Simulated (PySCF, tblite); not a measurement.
# C₃H₅NO₂: a rotation path, then NMR shifts and spin-spin couplings on frames, part 2 of 2

tblite 0.8.0 and PySCF 2.14.0. Atoms count from 0. Earlier steps stand in the parts before.

## (7) Shielding tensors: image 7, PBE0/pcSseg-1

What the job is given:

```
{"job": {"kind": "nmr", "xc": "PBE0", "basis": "pcSseg-1", "pop": false}, "charge": 0, "multiplicity": 1}
N      1.202300    -0.918800     0.485800
C      0.926300     0.007800    -0.458900
O      1.777700     0.620900    -1.046300
C     -0.579200     0.188100    -0.713200
C     -1.256100     0.699400     0.531700
O     -1.033000     1.751200     1.055100
H      0.492000    -1.445600     0.960500
H      2.165300    -1.073500     0.736100
H     -0.675900     0.931700    -1.505400
H     -1.010600    -0.759600    -1.033900
H     -2.003400     0.001100     0.962600
```

Level: GIAO PBE0/pcSseg-1 NMR shielding, non-relativistic, gas phase.

What it wrote:

```text
coarse grid: 9592 points
cycle   1  E = -321.8397986805  dE =  1.109e+00  |g| = 1.101e+00  |ddm| = 2.927e+00
cycle   2  E = -320.8411858051  dE =  9.986e-01  |g| = 2.499e+00  |ddm| = 3.356e+00
cycle   3  E = -322.0736478675  dE = -1.232e+00  |g| = 1.923e-01  |ddm| = 2.649e+00
cycle   4  E = -322.0792847951  dE = -5.637e-03  |g| = 1.148e-01  |ddm| = 1.993e-01
cycle   5  E = -322.0816316688  dE = -2.347e-03  |g| = 3.876e-02  |ddm| = 8.234e-02
cycle   6  E = -322.0819120831  dE = -2.804e-04  |g| = 9.929e-03  |ddm| = 3.138e-02
cycle   7  E = -322.0819283388  dE = -1.626e-05  |g| = 3.429e-03  |ddm| = 7.926e-03
cycle   8  E = -322.0819306478  dE = -2.309e-06  |g| = 8.070e-04  |ddm| = 3.038e-03
final grid: 93896 points
cycle   9  E = -322.1354082700  dE =  2.572e-06  |g| = 1.515e-02  |ddm| = 1.877e-02
cycle  10  E = -322.1352662585  dE =  1.420e-04  |g| = 3.145e-02  |ddm| = 2.949e-02
cycle  11  E = -322.1354502978  dE = -1.840e-04  |g| = 1.391e-03  |ddm| = 2.152e-02
cycle  12  E = -322.1354507041  dE = -4.063e-07  |g| = 1.928e-04  |ddm| = 1.275e-03
cycle  13  E = -322.1354507113  dE = -7.153e-09  |g| = 9.776e-05  |ddm| = 2.400e-04
cycle  14  E = -322.1354507129  dE = -1.645e-09  |g| = 3.890e-05  |ddm| = 8.399e-05
cycle  15  E = -322.1354507132  dE = -2.706e-10  |g| = 1.214e-05  |ddm| = 3.569e-05
converged SCF energy = -322.1354507132

GIAO shielding tensors (ppm)
atom      isotropic    diamagn.    paramagn.     s11        s22        s33       span
  0 N      151.102     324.067    -172.965     64.122    148.422    240.761    176.639
  1 C       22.779     244.846    -222.067    -74.444     47.487     95.295    169.739
  2 O     -108.302     398.749    -507.051   -383.673   -210.473    269.240    652.913
  3 C      132.736     254.728    -121.992    103.481    139.640    155.087     51.606
  4 C      -12.067     247.696    -259.763   -106.264    -29.331     99.394    205.658
  5 O     -400.024     398.498    -798.523  -1085.972   -474.186    360.085   1446.057
  6 H       27.463      33.335      -5.872     23.326     26.265     32.798      9.472
  7 H       27.216      30.793      -3.577     22.867     23.468     35.314     12.446
  8 H       28.631      29.946      -1.316     26.684     27.442     31.765      5.081
  9 H       28.168      31.275      -3.107     25.482     28.025     30.998      5.516
 10 H       21.407      28.352      -6.945     19.939     20.055     24.227      4.288
```

Run time: 8.1 s. Hardware: 1 thread of AMD EPYC 7B13, shared host; peak memory 0.61 GiB.

This run: δ C4 199.0, C1 164.1, C3 54.2, N0 116.6, H10 10.31, H7 4.50 ppm.

## (8) Spin-spin couplings: image 7, B3LYP/pcJ-1

Same as in step 7 but for these lines:

```diff
@@ -1,2 +1,2 @@
-{"job": {"kind": "nmr", "xc": "PBE0", "basis": "pcSseg-1", "pop": false}, "charge": 0, "multiplicity": 1}
+{"job": {"kind": "j", "xc": "B3LYP", "basis": "pcJ-1"}, "charge": 0, "multiplicity": 1}
 N      1.202300    -0.918800     0.485800
```

Method: B3LYP/pcJ-1 indirect spin-spin coupling, non-relativistic, gas phase.

What it wrote:

```text
coarse grid: 9592 points
cycle   1  E = -322.2058817778  dE =  1.070e+00  |g| = 1.188e+00  |ddm| = 2.754e+00
cycle   2  E = -320.8145022094  dE =  1.391e+00  |g| = 2.882e+00  |ddm| = 3.924e+00
cycle   3  E = -322.4612513489  dE = -1.647e+00  |g| = 2.604e-01  |ddm| = 3.247e+00
cycle   4  E = -322.4705955868  dE = -9.344e-03  |g| = 1.706e-01  |ddm| = 2.729e-01
cycle   5  E = -322.4755859871  dE = -4.990e-03  |g| = 5.748e-02  |ddm| = 1.161e-01
cycle   6  E = -322.4761843786  dE = -5.984e-04  |g| = 1.543e-02  |ddm| = 4.485e-02
cycle   7  E = -322.4762233799  dE = -3.900e-05  |g| = 4.921e-03  |ddm| = 1.177e-02
cycle   8  E = -322.4762281656  dE = -4.786e-06  |g| = 1.072e-03  |ddm| = 4.198e-03
final grid: 93896 points
cycle   9  E = -322.5411541194  dE = -1.302e-04  |g| = 8.321e-03  |ddm| = 1.382e-02
cycle  10  E = -322.5411154604  dE =  3.866e-05  |g| = 1.646e-02  |ddm| = 1.438e-02
cycle  11  E = -322.5411654094  dE = -4.995e-05  |g| = 2.046e-03  |ddm| = 1.140e-02
cycle  12  E = -322.5411661504  dE = -7.410e-07  |g| = 5.554e-04  |ddm| = 1.994e-03
cycle  13  E = -322.5411662067  dE = -5.630e-08  |g| = 1.444e-04  |ddm| = 3.743e-04
cycle  14  E = -322.5411662106  dE = -3.932e-09  |g| = 4.474e-05  |ddm| = 1.141e-04
cycle  15  E = -322.5411662110  dE = -3.241e-10  |g| = 1.838e-05  |ddm| = 4.465e-05
converged SCF energy = -322.5411662110

Indirect spin-spin couplings (Hz)
  i      j    bonds     total        FC       PSO       DSO        SD
  0 N    1 C    1    -18.818   -22.055     3.356    -0.119    -0.000
  0 N    2 O    2      0.519     2.051    -2.465    -0.023     0.956
  0 N    3 C    2    -10.982   -11.189     0.189    -0.003     0.022
  0 N    4 C    3      0.245     0.290     0.008    -0.016    -0.038
  0 N    6 H    1    -94.996   -91.795    -2.486    -0.341    -0.373
  0 N    7 H    1    -95.952   -93.177    -2.153    -0.329    -0.293
  0 N    8 H    3     -2.086    -2.103    -0.175     0.205    -0.013
  0 N    9 H    3      0.257     0.222     0.018     0.001     0.015
  0 N   10 H    4     -0.439    -0.448    -0.014     0.014     0.009
  1 C    2 O    1     27.093    13.923    13.270    -0.100         -
  1 C    3 C    1     45.664    46.518    -1.171     0.317         -
  1 C    4 C    2     -3.035    -3.018    -0.113     0.096         -
  1 C    5 O    3     -1.157    -0.998    -0.148    -0.011         -
  1 C    6 H    2      6.596     7.709    -0.603    -0.510         -
  1 C    7 H    2     -0.534     0.644    -0.701    -0.477         -
  1 C    8 H    2    -10.106    -9.873    -0.396     0.163         -
  1 C    9 H    2     -4.989    -5.030    -0.099     0.139         -
  1 C   10 H    3      1.540     1.549     0.144    -0.153         -
  2 O    3 C    2     -2.413    -3.306     0.862     0.031         -
  2 O    4 C    3     -0.863    -0.469    -0.427     0.033         -
  2 O    6 H    3     -1.106    -2.425     0.847     0.472         -
  2 O    7 H    3      1.127    -0.439     1.471     0.094         -
  2 O    8 H    3     -1.151    -1.526     0.388    -0.013         -
  2 O    9 H    3     -1.182    -1.417    -0.021     0.256         -
  2 O   10 H    4     -0.806    -0.781    -0.257     0.233         -
  3 C    4 C    1     39.495    41.035    -1.803     0.263         -
  3 C    5 O    2     -0.107    -2.102     1.956     0.039         -
  3 C    6 H    3     -0.109    -0.086    -0.148     0.125         -
  3 C    7 H    3      6.985     7.047     0.552    -0.614         -
  3 C    8 H    1    142.993   141.387     0.659     0.946         -
  3 C    9 H    1    136.535   134.657     0.954     0.925         -
  3 C   10 H    2     27.370    27.722    -0.196    -0.156         -
  4 C    5 O    1     33.209    12.125    21.132    -0.048         -
  4 C    6 H    4      0.154    -0.023    -0.191     0.368         -
  4 C    7 H    4     -0.209    -0.240     0.366    -0.335         -
  4 C    8 H    2     -7.480    -7.445    -0.033    -0.002         -
  4 C    9 H    2     -3.181    -2.685    -0.480    -0.015         -
  4 C   10 H    1    173.418   173.445    -1.073     1.046         -
  5 O    6 H    5     -0.152     0.024    -0.240     0.064         -
  5 O    8 H    3     -1.896    -2.119     0.131     0.092         -
  5 O    9 H    3     -2.771    -3.947     0.839     0.338         -
  5 O   10 H    2     -3.957    -7.637     3.272     0.408         -
  6 H    7 H    2      6.112     5.408     6.487    -5.784         -
  6 H    8 H    4      0.878     0.988     1.844    -1.954         -
  6 H    9 H    4     -0.158    -0.147    -1.029     1.017         -
  7 H    8 H    4      2.981     3.122     2.172    -2.313         -
  7 H    9 H    4     -0.404    -0.288     1.991    -2.107         -
  8 H    9 H    2    -12.466   -12.661     2.451    -2.255         -
  8 H   10 H    3      2.948     3.051     2.055    -2.157         -
  9 H   10 H    3      3.744     3.774    -0.448     0.417         -
```

It took 19 s on 1 thread of AMD EPYC 7B13, shared host; peak memory 1 GiB.

Key values: J(C4,H10) 173.4 Hz, J(C3,H8) 139.8 Hz, J(N0,H7) -96.0 Hz (means over like pairs).

## (9) Shielding tensors: image 8, PBE0/pcSseg-1

What the job is given:

```
{"job": {"kind": "nmr", "xc": "PBE0", "basis": "pcSseg-1", "pop": false}, "charge": 0, "multiplicity": 1}
N      1.155600    -1.050500     0.422900
C      0.931600     0.004400    -0.392900
O      1.814200     0.694000    -0.833700
C     -0.548400     0.248000    -0.697800
C     -1.241400     0.787100     0.521700
O     -1.824400     1.828900     0.581200
H      0.419300    -1.634300     0.776000
H      2.104600    -1.263400     0.683100
H     -0.628700     0.965000    -1.514800
H     -1.012300    -0.698900    -0.978700
H     -1.164700     0.122400     1.407100
```

Level: GIAO PBE0/pcSseg-1 NMR shielding, non-relativistic, gas phase.

What it wrote:

```text
coarse grid: 9592 points
cycle   1  E = -321.8431576584  dE =  1.115e+00  |g| = 1.101e+00  |ddm| = 2.923e+00
cycle   2  E = -320.8560766900  dE =  9.871e-01  |g| = 2.493e+00  |ddm| = 3.227e+00
cycle   3  E = -322.0769280601  dE = -1.221e+00  |g| = 1.915e-01  |ddm| = 2.518e+00
cycle   4  E = -322.0826372970  dE = -5.709e-03  |g| = 1.107e-01  |ddm| = 1.934e-01
cycle   5  E = -322.0848210020  dE = -2.184e-03  |g| = 3.659e-02  |ddm| = 7.728e-02
cycle   6  E = -322.0850717274  dE = -2.507e-04  |g| = 9.973e-03  |ddm| = 3.026e-02
cycle   7  E = -322.0850881174  dE = -1.639e-05  |g| = 3.427e-03  |ddm| = 7.863e-03
cycle   8  E = -322.0850904183  dE = -2.301e-06  |g| = 7.577e-04  |ddm| = 3.044e-03
final grid: 93896 points
cycle   9  E = -322.1384380880  dE = -9.962e-07  |g| = 1.522e-02  |ddm| = 2.063e-02
cycle  10  E = -322.1382959578  dE =  1.421e-04  |g| = 3.148e-02  |ddm| = 2.909e-02
cycle  11  E = -322.1384805528  dE = -1.846e-04  |g| = 1.487e-03  |ddm| = 2.129e-02
cycle  12  E = -322.1384810017  dE = -4.489e-07  |g| = 2.129e-04  |ddm| = 1.271e-03
cycle  13  E = -322.1384810107  dE = -8.997e-09  |g| = 9.726e-05  |ddm| = 2.491e-04
cycle  14  E = -322.1384810125  dE = -1.784e-09  |g| = 3.560e-05  |ddm| = 8.711e-05
cycle  15  E = -322.1384810127  dE = -2.202e-10  |g| = 1.581e-05  |ddm| = 3.393e-05
converged SCF energy = -322.1384810127

GIAO shielding tensors (ppm)
atom      isotropic    diamagn.    paramagn.     s11        s22        s33       span
  0 N      150.921     324.110    -173.189     59.383    153.401    239.979    180.596
  1 C       24.013     245.961    -221.948    -70.437     47.262     95.214    165.651
  2 O     -105.393     398.768    -504.162   -400.266   -205.775    289.861    690.127
  3 C      127.917     253.745    -125.828     99.686    136.841    147.223     47.537
  4 C       -9.747     248.412    -258.159   -103.681    -16.147     90.587    194.268
  5 O     -381.765     395.177    -776.942  -1017.792   -459.439    331.936   1349.728
  6 H       26.677      33.096      -6.419     22.607     25.274     32.151      9.544
  7 H       26.912      30.670      -3.758     22.665     23.243     34.827     12.162
  8 H       28.537      30.348      -1.811     26.226     28.279     31.107      4.882
  9 H       28.415      30.665      -2.251     25.650     28.261     31.334      5.684
 10 H       21.718      29.145      -7.427     19.906     20.945     24.303      4.396
```

It took 8 s on 1 thread of AMD EPYC 7B13, shared host; peak memory 0.61 GiB.

This run: δ C4 196.7, C1 162.9, C3 59.0, N0 116.8, H10 10.00, H6 5.04 ppm.

## (10) Spin-spin couplings: image 8, B3LYP/pcJ-1

Same as in step 9 but for these lines:

```diff
@@ -1,2 +1,2 @@
-{"job": {"kind": "nmr", "xc": "PBE0", "basis": "pcSseg-1", "pop": false}, "charge": 0, "multiplicity": 1}
+{"job": {"kind": "j", "xc": "B3LYP", "basis": "pcJ-1"}, "charge": 0, "multiplicity": 1}
 N      1.155600    -1.050500     0.422900
```

Method: B3LYP/pcJ-1 indirect spin-spin coupling, non-relativistic, gas phase.

What it wrote:

```text
coarse grid: 9592 points
cycle   1  E = -322.2092961056  dE =  1.075e+00  |g| = 1.188e+00  |ddm| = 2.750e+00
cycle   2  E = -320.8361432704  dE =  1.373e+00  |g| = 2.874e+00  |ddm| = 3.779e+00
cycle   3  E = -322.4647226704  dE = -1.629e+00  |g| = 2.582e-01  |ddm| = 3.104e+00
cycle   4  E = -322.4741876345  dE = -9.465e-03  |g| = 1.639e-01  |ddm| = 2.629e-01
cycle   5  E = -322.4788244113  dE = -4.637e-03  |g| = 5.313e-02  |ddm| = 1.070e-01
cycle   6  E = -322.4793331015  dE = -5.087e-04  |g| = 1.569e-02  |ddm| = 4.263e-02
cycle   7  E = -322.4793737119  dE = -4.061e-05  |g| = 4.868e-03  |ddm| = 1.188e-02
cycle   8  E = -322.4793783963  dE = -4.684e-06  |g| = 9.935e-04  |ddm| = 4.172e-03
final grid: 93896 points
cycle   9  E = -322.5441771052  dE = -1.331e-04  |g| = 8.426e-03  |ddm| = 1.710e-02
cycle  10  E = -322.5441386122  dE =  3.849e-05  |g| = 1.647e-02  |ddm| = 1.423e-02
cycle  11  E = -322.5441886238  dE = -5.001e-05  |g| = 2.158e-03  |ddm| = 1.137e-02
cycle  12  E = -322.5441894393  dE = -8.155e-07  |g| = 5.812e-04  |ddm| = 1.979e-03
cycle  13  E = -322.5441894978  dE = -5.851e-08  |g| = 1.520e-04  |ddm| = 3.657e-04
cycle  14  E = -322.5441895026  dE = -4.713e-09  |g| = 4.296e-05  |ddm| = 1.259e-04
cycle  15  E = -322.5441895028  dE = -2.856e-10  |g| = 2.164e-05  |ddm| = 4.288e-05
converged SCF energy = -322.5441895028

Indirect spin-spin couplings (Hz)
  i      j    bonds     total        FC       PSO       DSO        SD
  0 N    1 C    1    -18.149   -21.406     3.374    -0.118     0.001
  0 N    2 O    2      0.449     2.017    -2.520    -0.023     0.975
  0 N    3 C    2     -9.309    -9.550     0.214    -0.002     0.029
  0 N    4 C    3      0.392     0.351     0.052    -0.013     0.003
  0 N    6 H    1    -94.946   -91.765    -2.472    -0.335    -0.375
  0 N    7 H    1    -95.949   -93.150    -2.179    -0.325    -0.296
  0 N    8 H    3     -2.530    -2.551    -0.174     0.202    -0.007
  0 N    9 H    3     -0.394    -0.413     0.025    -0.024     0.017
  0 N   10 H    4     -0.267    -0.291     0.097    -0.104     0.031
  1 C    2 O    1     27.356    14.144    13.311    -0.099         -
  1 C    3 C    1     46.874    47.904    -1.346     0.316         -
  1 C    4 C    2     -1.569    -1.606    -0.069     0.106         -
  1 C    5 O    3     -1.624    -1.287    -0.360     0.022         -
  1 C    6 H    2      6.251     7.367    -0.597    -0.519         -
  1 C    7 H    2     -0.431     0.747    -0.690    -0.488         -
  1 C    8 H    2     -5.681    -5.442    -0.357     0.118         -
  1 C    9 H    2     -7.941    -7.903    -0.178     0.140         -
  1 C   10 H    3      0.260     0.208    -0.151     0.203         -
  2 O    3 C    2     -2.699    -3.837     1.108     0.030         -
  2 O    4 C    3     -0.691    -0.368    -0.344     0.021         -
  2 O    6 H    3     -1.010    -2.403     0.919     0.474         -
  2 O    7 H    3      1.176    -0.423     1.501     0.097         -
  2 O    8 H    3     -0.895    -1.281     0.386     0.000         -
  2 O    9 H    3     -1.355    -1.698     0.060     0.283         -
  2 O   10 H    4     -0.259    -0.215    -0.214     0.169         -
  3 C    4 C    1     38.883    40.826    -2.207     0.264         -
  3 C    5 O    2      0.092    -2.191     2.242     0.041         -
  3 C    6 H    3     -0.234    -0.198    -0.148     0.112         -
  3 C    7 H    3      6.019     6.094     0.542    -0.617         -
  3 C    8 H    1    147.609   146.187     0.470     0.952         -
  3 C    9 H    1    132.379   130.334     1.092     0.953         -
  3 C   10 H    2     27.269    27.594    -0.195    -0.130         -
  4 C    5 O    1     32.827    12.355    20.517    -0.045         -
  4 C    6 H    4     -0.196    -0.112    -0.350     0.266         -
  4 C    7 H    4     -0.726    -0.697     0.274    -0.303         -
  4 C    8 H    2     -7.325    -6.930    -0.350    -0.045         -
  4 C    9 H    2     -6.060    -5.937    -0.153     0.030         -
  4 C   10 H    1    174.644   174.624    -1.070     1.090         -
  5 O    6 H    5      0.317     0.034     0.147     0.136         -
  5 O    8 H    3     -1.557    -2.250     0.662     0.032         -
  5 O    9 H    3     -2.393    -2.950     0.293     0.263         -
  5 O   10 H    2     -3.804    -7.264     3.055     0.405         -
  6 H    7 H    2      5.985     5.295     6.502    -5.813         -
  6 H    8 H    4      0.542     0.640     1.788    -1.886         -
  7 H    8 H    4      3.196     3.331     2.158    -2.292         -
  7 H    9 H    4      0.285     0.387     2.022    -2.125         -
  8 H    9 H    2    -12.476   -12.671     2.409    -2.214         -
  8 H   10 H    3      7.888     8.013     2.647    -2.772         -
  9 H   10 H    3      0.778     0.816     0.314    -0.352         -
```

Wall time 19 s (1 thread of AMD EPYC 7B13, shared host); peak memory 0.84 GiB.

This run: J(C4,H10) 174.6 Hz, J(C3,H8) 140.0 Hz, J(N0,H7) -95.9 Hz (means over like pairs).

## (11) Side by side: NMR shifts

Shifts (ppm) of some atoms, chosen among heavy atoms and hydrogens apart, with basis size and wall time:

| frame | C4 | C3 | H10 | H6 | N0 | O5 | O2 | functions | time |
| --- | --- | --- | --- | --- | --- | --- | --- | --- | --- |
| image 0 | 208.3 | 54.8 | 10.33 | 6.76 | 115.3 | 688.3 | 437.5 | 127 | 11 s |
| image 3 | 212.1 | 52.8 | 10.43 | 5.38 | 117.3 | 735.4 | 416.6 | 127 | 7.9 s |
| image 7 | 199.0 | 54.2 | 10.31 | 4.25 | 116.6 | 736.1 | 444.4 | 127 | 8.1 s |
| image 8 | 196.7 | 59.0 | 10.00 | 5.04 | 116.8 | 717.8 | 441.5 | 127 | 8 s |

## (12) Side by side: spin-spin couplings

Couplings (Hz), each a mean over the pairs like the one named, with basis size and wall time:

```csv
frame,C4–H10,C3–H8,N0–H7,N0–H6,C1–C3,C3–C4,C4–O5,functions,time
image 0,181.8,141.7,-92.4,-95.2,41.7,38.4,33.8,212,23 s
image 3,174.2,139.2,-94.8,-96.4,44.0,41.0,34.8,212,19 s
image 7,173.4,139.8,-96.0,-95.0,45.7,39.5,33.2,212,19 s
image 8,174.6,140.0,-95.9,-94.9,46.9,38.9,32.8,212,19 s
```

## (13) Results

What follows sums up all 2 parts.

| quantity | value |
| --- | --- |
| barrier | 0.207 eV (4.8 kcal/mol) at image 7 |
| end to end (GFN2-xTB) | 0.140 eV |
| 13C shifts against TMS (PBE0/pcSseg-1, image 0) | 208.3, 163.7, 54.8 ppm |
| 1H shifts against TMS (PBE0/pcSseg-1, image 0) | 10.33, 6.76, 4.39, 3.51, 3.32 ppm |
| 15N shifts against NH3 (PBE0/pcSseg-1, image 0) | 115.3 ppm |
| 17O shifts against H2O (PBE0/pcSseg-1, image 0) | 688.3, 437.5 ppm |
| largest coupling of the table (B3LYP/pcJ-1, image 0) | 1J(C,H) C4–H10, 181.8 Hz |
| range of the shift of O5 | 688.3 to 736.1 ppm |
| range of J(C4,H10), mean over like pairs | 173.4 to 181.8 Hz |

What this shows: Along the band the dihedral turns by 128°, and the top (dihedral 63°) lies 4.8 kcal/mol above the start (GFN2-xTB, rough), so at room temperature this motion is fast. The top was not checked by a frequency run. Shifts at one fixed geometry are not the observed spectrum, which averages over the motion. In the first frame run (image 0): Shielding is most anisotropic at O5 (span 1352 ppm, paramagnetic term -753 ppm). In the run at B3LYP/pcJ-1, the largest coupling of the table is C4–H10, 181.8 Hz, of which the Fermi-contact term gives 181.9 Hz. In ppm, O5 moves most: its shift spreads over 47.8 ppm, from 688.3 (image 0) to 736.1 (image 7). The coupling C4–H10, as a mean over pairs of its kind, runs from 173.4 Hz (image 7) to 181.8 Hz (image 0).
